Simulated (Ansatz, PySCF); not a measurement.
Potential energy curve for SMILES [SiH3][SiH3]. The Si1–H8 bond (Si1 also carries H, H, Si; H8 carries nothing else) is pulled apart rigidly from the PBE0/def2-TZVP optimised geometry.

- UHF/6-31G* = PySCF with unrestricted Hartree-Fock/6-31G*, spherical d
- UKS-PBE = unrestricted PBE/cc-pVDZ (Ansatz, a quantum-chemistry and plane-wave program)
- UCCSD(T) = Ansatz with CCSD(T) on UHF/cc-pVDZ, frozen core

Energies relative to the lowest point of each curve near equilibrium, in eV:

```json
[
 {"R / Å": "1.23", "UHF/6-31G*": "0.901", "UKS-PBE": "0.986"},
 {"R / Å": "1.30", "UHF/6-31G*": "0.414", "UKS-PBE": "0.495"},
 {"R / Å": "1.41", "UHF/6-31G*": "0.050", "UKS-PBE": "0.093"},
 {"R / Å": "1.45", "UHF/6-31G*": "0.007", "UKS-PBE": "0.030"},
 {"R / Å": "1.53", "UHF/6-31G*": "0.024", "UKS-PBE": "0.000"},
 {"R / Å": "1.59", "UHF/6-31G*": "0.106", "UKS-PBE": "0.044"},
 {"R / Å": "1.67", "UHF/6-31G*": "0.281", "UKS-PBE": "0.165"},
 {"R / Å": "1.97", "UHF/6-31G*": "1.269", "UKS-PBE": "0.951"},
 {"R / Å": "2.46", "UHF/6-31G*": "2.656", "UKS-PBE": "2.381"},
 {"R / Å": "2.74", "UHF/6-31G*": "2.934", "UKS-PBE": "3.050"},
 {"R / Å": "3.64", "UHF/6-31G*": "3.147", "UKS-PBE": "3.723"},
 {"R / Å": "4.30", "UHF/6-31G*": "3.164", "UKS-PBE": "3.773"}
]
```

### Question
Predict the corresponding UCCSD(T) column.

### Answer
1.23: 0.927; 1.30: 0.449; 1.41: 0.072; 1.45: 0.019; 1.53: 0.011; 1.59: 0.071; 1.67: 0.215; 1.97: 1.071; 2.46: 2.522; 2.74: 3.124; 3.64: 3.804; 4.30: 3.837 (eV).

The unrestricted determinant behind UHF/6-31G*, UCCSD(T) is spin-contaminated at 2.18 to 4.30 Å (<S²> up to 1.0, against 0.00 for a pure singlet). The unrestricted determinant behind UKS-PBE is spin-contaminated at 2.74 to 4.30 Å (<S²> up to 1.0, against 0.00 for a pure singlet).
